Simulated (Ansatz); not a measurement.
# NO₂+: small, medium and large basis sets

The task here is to estimate one member of a computed series from the others.

Computed with Ansatz 0.2.0, Gaussian basis. Level: one geometry, several basis sets.

Plan: PBE0-D4/def2-SVP; ωB97M-V/def2-SVP; PBE0-D4/def2-QZVPP; ωB97M-V/def2-QZVPP; CCSD(T)/cc-pV(D+d)Z; CCSD(T)/cc-pV(T+d)Z; CCSD(T)/cc-pV(Q+d)Z; the functionals' def2-TZVPP values are taken from earlier runs.

## The relaxed structure

The geometry comes from an earlier relaxation with PBE0-D4 in a triple-zeta def2 set; it is a stationary point.

SMILES `O=[N+]=O`, 3 atoms, charge 1, spin multiplicity 1.

Atoms are counted from 1 here; the program's logs count them from 0.

Bond lengths: O1–N2 1.110 Å, N2–O3 1.110 Å. Angles: O1–N2–O3 180.0°.

The first run:

in.yaml reads:

```yaml
crystal:
  periodic: [false, false, false]
  atoms:
    - {symbol: O, position_ang: [-0.572985, 0.927013, -0.209578]}
    - {symbol: N, position_ang: [-0.000006, -0.000004, -0.000001]}
    - {symbol: O, position_ang: [0.572991, -0.927010, 0.209578]}
basis:
  gaussian: {orbitals: def2-SVP}
total_charge: 1
hamiltonian: {xc: pbe0, dispersion: d4}
output: {orbitals: {seedname: orbitals}}
```

Launch:

```sh
$ ansatz run in.yaml --threads 2 --pin off --events-out ev --progress --plain --max-ram 32768MiB --backend cpu
```

Steps of the session up to this table: PBE0-D4 in def2-SVP; ωB97M-V in def2-SVP; PBE0-D4 in def2-QZVPP; ωB97M-V in def2-QZVPP.

One table of the session follows, with a row left open; its other results are not shown here.

It belongs to the step «Functionals by basis». 

```
functional       basis  HOMO (eV)  LUMO (eV)
   PBE0-D4    def2-SVP          ?          ?
   PBE0-D4  def2-TZVPP     -21.14     -10.74
   PBE0-D4  def2-QZVPP     -21.14     -10.74
   ωB97M-V    def2-SVP     -23.55      -8.40
   ωB97M-V  def2-TZVPP     -23.40      -8.17
   ωB97M-V  def2-QZVPP     -23.40      -8.17
```

Q: Estimate the row for PBE0-D4, def2-SVP from the others.

**Answer.** HOMO (eV): -21.33; LUMO (eV): -10.99. In the column «HOMO (eV)» it lies between ωB97M-V, def2-QZVPP (-23.40) and PBE0-D4, def2-TZVPP (-21.14).
